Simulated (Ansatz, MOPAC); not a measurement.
**Relative energies of Si2NH6 isomers**

2 of its isomers, all doublets with charge 0: A = `N[SiH][SiH3]`; B = `[SiH2]N[SiH3]`.

Shapes, held fixed at every level: PBE0-D4/def2-TZVP. Flexible molecules stand in one conformer, not always the lowest. Programs: Ansatz 0.2.0, MOPAC 23.2.5.

A:

```xyz
9

N    -0.8001    0.8403   -1.4013
Si   -0.4126    0.9021    0.2789
Si    0.6278   -1.0770    0.9625
H    -1.3567    0.0899   -1.7777
H    -0.9209    1.6893   -1.9300
H     0.4616    2.1021    0.4482
H     1.9385   -1.3539    0.3072
H    -0.2824   -2.2170    0.6598
H     0.8333   -1.0219    2.4353
```

B:

```xyz
9

Si   -1.2009    0.9253   -0.9484
N     0.1969    0.6258    0.0252
Si    0.6117   -0.8205    0.8802
H    -1.6165   -0.3720   -1.5545
H    -0.8429    1.9134   -2.0109
H     0.7641    1.4393    0.2222
H     1.9826   -1.2765    0.5254
H    -0.3782   -1.8534    0.4885
H     0.5716   -0.6277    2.3554
```

Electronic energies in kJ/mol, without zero-point or thermal terms.

```csv
level,kind,B − A
PM6,semi-empirical,-82.8
HF/def2-SVP,Hartree–Fock,-57.3
HF/def2-TZVPP,Hartree–Fock,-59.7
r2SCAN-D4/def2-TZVPP,meta-GGA,-33.0
B3LYP-D4/def2-TZVPP,global hybrid,-38.1
BHLYP-D4/def2-TZVPP,global hybrid,-46.7
PBE0-D4/def2-TZVPP,global hybrid,-26.5
wB97X-V/def2-TZVPP,range-separated hybrid,-38.1
CCSD(T)/CBS estimate,coupled cluster or CI,-41.0
```

The highest level, CCSD(T)/CBS estimate, puts B lowest of these. All levels agree on that. The B − A difference spans -82.8 to -26.5 kJ/mol over the levels. Open shells run unrestricted unless RO is named. The CBS estimate extrapolates MP2 from def2-TZVPP and def2-QZVPP and adds CCSD(T) − MP2 in the triple-zeta set, cores frozen. NDDO rows are differences of heats of formation.
